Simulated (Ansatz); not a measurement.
Start from Ta in the bcc (W type) structure (space group Im-3m, No. 229; a = 3.305 Å).

Level of theory: r2SCAN (Ansatz, a program for electronic structure, PAW, no SOC).

Now apply this change: Cr takes the place of Ta on all its sites; the structure is relaxed again.

Measured lattice parameter a: Ta 3.299 Å (static lattice; corrected from measurement; as listed in Daniel Mejia-Rodriguez, S. B. Trickey, Phys. Rev. B (2018)); Cr 2.877 Å (static lattice; corrected from measurement; as listed in H. Levämäki et al., Physical Review B (2014)).

Q: How well does r2SCAN reproduce the measured shift?

A: With r2SCAN the lattice parameter a moves by -0.476 Å (3.305 → 2.829) against -0.422 Å measured.

Whether these cells are dynamically stable was not tested. Starting moments died away, wholly or in part, for Ta → Cr; another magnetic solution may exist. The final runs are not spin-polarised. Real Cr is antiferromagnetic at low temperature and ambient pressure, an order that this cell doesn't hold.
